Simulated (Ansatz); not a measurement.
System: LiH, net charge -1, doublet state. 
Geometry from a B3LYP-D3(BJ)/def2-TZVP (Ansatz, a program for electronic structure) optimisation:
```
Li
H 1 1.6959
```
Charge -1, spin multiplicity 2.

Parts of the frozen-core correlation energy in def2-SVP (Ansatz, hartree). Frozen orbitals: 1; correlated occupied orbitals by spin: 2 and 1; virtual: 11 and 12. Open shells are spin-unrestricted. Spin-orbit coupling is left out. Non-relativistic.

| term | value |
|---|---|
| reference (HF) | -7.96710 |
| MP2 opposite-spin | -0.01955 |
| MP2 same-spin | ___ |
| CCSD correlation | ___ |
| (T) | ___ |
| CCSDT minus CCSD(T) | -0.00011 |
| T1 diagnostic | 0.015 |
| largest doubles amplitude | 0.052 |
| <S^2> of the reference | 0.753 |

Q: Some entries are withheld; supply them.

A: 
- MP2 same-spin, value: -0.00029
- CCSD correlation, value: -0.02714
- (T), value: -0.00017
